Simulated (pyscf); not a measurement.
Optimised with ωB97X-D3(BJ)/def2-SVP in PySCF. MP2 and CC: frozen core, UHF for open shells. ΔMP2 is the change of the MP2 total energy from the triple- to the quadruple-zeta basis.

**Question.** How much does it cost (ΔH, 298 K, CCSD(T)/def2-TZVPP + ΔMP2(QZVPP)) to split H₃C–B(F)–F at its B–C bond into CH₃• + [F–B–F]•?

**Answer.** B–C to CH₃• + [F–B–F]•: 109.0 kcal/mol. The radicals are drawn with the spin at the cut bond; how far it spreads was not checked. The CCSD(T) − MP2 part came from Ansatz, without density fitting, on the same reference.
